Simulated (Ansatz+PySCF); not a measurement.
doublet CH₄B: levels of theory in one basis

```yaml
atoms:
  - { symbol: C, position_ang: [0.0000, 0.0000, -0.7624] }
  - { symbol: B, position_ang: [0.0000, 0.0000, 0.7639] }
  - { symbol: H, position_ang: [-0.0836, -0.9074, -1.3565] }
  - { symbol: H, position_ang: [0.0836, 0.9074, -1.3565] }
  - { symbol: H, position_ang: [-0.0726, 1.0100, 1.3558] }
  - { symbol: H, position_ang: [0.0726, -1.0100, 1.3558] }
```

Basis set: cc-pVTZ (spherical functions). Left uncorrelated: 2 orbitals. Correlation on ROHF uses semicanonical orbitals with singles. Charge 0, multiplicity 2.

Computed with Ansatz (development build ahead of 0.2.0) and PySCF 2.14.0; each method stands on the lowest determinant of its kind that the runs found.

| method | E − E(ROHF) (eV) | <S²> of the determinant |
| --- | --- | --- |
| ROHF | 0.00 | 0.75 |
| UHF | -0.09 | 0.76 |
| ROHF-MP2 | -6.88 | – |
| UHF-MP2 | -6.86 | 0.76 |

**Question.** What does ROHF-CCSD(T) give on the same scale?

**Answer.** -7.98 eV.
